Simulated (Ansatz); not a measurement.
Working through harmonic frequencies at the relaxed geometry of C₂ClFS, SMILES FC1=C(Cl)S1

Program: the Python package of Ansatz (0.2.0).

Notebook, run cell by cell (the value of a cell's last expression is shown):

**Cell 1**
```python
import ansatz as az
import numpy as np

geometry_ang = [
    ("F", (-0.4276, -0.3386, 1.5703)),
    ("C", (0.481, 0.0354, 0.6786)),
    ("C", (0.3376, -0.216, -0.632)),
    ("Cl", (-0.8636, -0.9988, -1.3482)),
    ("S", (0.5225, 1.4444, -0.3102)),
]
molecule = az.Crystal.molecule()
for symbol, xyz in geometry_ang:
    molecule = molecule.atom(symbol, xyz)
```

**Cell 2**
```python
calc = (
    molecule.calculation()
    .basis(gaussian="def2-SVP")
    .functional("PBE0")
    .accuracy("medium")  # preset for grids and thresholds
)
symbols = [site.symbol for site in molecule.cartesian_sites]
start = np.array([site.position_ang for site in molecule.cartesian_sites], dtype=float)
data = calc.relax(force_tolerance=0.003).run(threads=1).report
end = np.array(data["positions_ang"])
```

**Cell 3**
```python
print("final positions (A) and the move of each atom")
for symbol, xyz, old in zip(symbols, end, start):
    print(f"{symbol:2s} {xyz[0]:10.5f} {xyz[1]:10.5f} {xyz[2]:10.5f}   {np.linalg.norm(xyz - old):7.4f}")
```
Output:
```text
final positions (A) and the move of each atom
F    -0.02018   -0.24853    1.91658    0.5422
C     0.09354    0.08605    0.67456    0.3908
C    -0.11583   -0.21026   -0.55816    0.4594
Cl   -0.66168   -1.16089   -1.80563    0.5256
S     0.75406    1.46003   -0.26884    0.2357
```

**Cell 4**
```python
# same settings at the minimum
minimum = az.Crystal.molecule()
for symbol, place in zip(symbols, end):
    minimum = minimum.atom(symbol, place.tolist())
vibrating = (
    minimum.calculation()
    .basis(gaussian="def2-SVP")  # the orbital basis, by name
    .functional("PBE0")
    .accuracy("medium")  # preset for grids and thresholds
    .phonons(temperatures=(298.15, 498.15, 100))
)
vib = vibrating.run(threads=1).report["vibrations"]
sums = vib["harmonic_sums"]
modes = [m["omega_inv_cm"] for m in sums["modes_at_gamma"] if m["rigid_motion"] == "no"]
print("frequencies (1/cm):", " ".join(f"{w:.0f}" for w in modes))
print("imaginary modes:", sum(w < 0 for w in modes), " zero-point energy:", round(sums["zero_point_energy_ev"], 4), "eV")
print("T (K)   F_vib (eV)   S_vib (meV/K)   C_vib (meV/K)")
for row in zip(sums["temperatures_k"], sums["vibrational_free_energy_ev"], vib["entropy_ev_per_k"], vib["heat_capacity_ev_per_k"]):
    print(f"{row[0]:6.1f} {row[1]:11.4f} {1000 * row[2]:13.4f} {1000 * row[3]:15.4f}")
```
Output:
```text
frequencies (1/cm): 175 197 264 485 563 607 850 1194 2042
imaginary modes: 0  zero-point energy: 0.3953 eV
T (K)   F_vib (eV)   S_vib (meV/K)   C_vib (meV/K)
 298.1      0.3537        0.3487          0.4189
 398.1      0.3120        0.4817          0.4997
 498.1      0.2578        0.6002          0.5567
```

These settings explore the input space; basis and method may be short of convergence. The frequencies are harmonic and unscaled, in a modest basis. The result belongs to the one conformer reached from this start, and soft torsions count as harmonic oscillators. It ran for 86 s on 1 thread of Arm Neoverse V1, with other jobs on the host, peak memory 0.23 GiB.

(Lines on the test bed's own set-up are left out of the output.)
